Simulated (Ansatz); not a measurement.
Process, species as SMILES: F[SiH2]F + 2 [H][H] (H2) → 2 F (HF) + [SiH4] (SiH4)
B3LYP-D3(BJ)/def2-TZVP geometries, fixed; electronic energies without zero-point terms.
Largest species:
```xyz
5

Si     0.2322    -0.1423     0.3567
F     -0.9008    -0.9574    -0.4083
F      0.3968     1.2663    -0.3659
H      1.4982    -0.8787     0.2366
H     -0.2130     0.0912     1.7376
```
Charge 0, spin multiplicity 1.

Basis-set convergence of the energy of full hydrogenation at MP2 with Ansatz (a first-principles code). Cartesian d functions, on some or all atoms, in 6-31G*, 6-31G**, 6-31+G*, 6-311+G**; all else is spherical. Cores are frozen. No added dispersion term, no relativity. Functions are those of the species that has most. Reference: Hartree-Fock in aug-cc-pV(Q+d)Z plus the correlation part extrapolated as X^-3 from aug-cc-pV(T+d)Z and aug-cc-pV(Q+d)Z, 59.98 kcal/mol, itself unsure by roughly 0.47 kcal/mol (a third of the extrapolation step and of the last Hartree-Fock step). Deviations are taken from unrounded values.

```
basis              functions  energy of full hydrogenation (kcal/mol)  minus reference (kcal/mol)
-----------------  ---------  ---------------------------------------  --------------------------
STO-3G                    21                                    37.36                      -22.62
3-21G                     35                                    80.42                       20.45
pcseg-0                   35                                    75.27                       15.29
def2-SV(P)                50                                    73.40                       13.42
6-31G*                    53                                    76.77                       16.79
def2-SVP                  56                                    52.82                       -7.15
pcseg-1                   56                                    51.72                       -8.26
6-31G**                   59                                    68.15                        8.18
6-31+G*                   65                                    63.84                        3.87
6-311+G**                 87                                    43.00                      -16.98
aug-cc-pV(D+d)Z           96                                    47.60                      -12.38
def2-TZVPP               132                                    58.45                       -1.53
6-311++G(3df,3pd)        161                                    52.93                       -7.04
aug-cc-pV(T+d)Z          193                                    58.24                       -1.73
cc-pV(Q+d)Z              234                                    60.75                        0.77
aug-cc-pV(Q+d)Z          341                                    59.75                       -0.23
aug-pcseg-3              357                                    60.50                        0.52
cc-pV(5+d)Z              392                                    60.41                        0.43
```
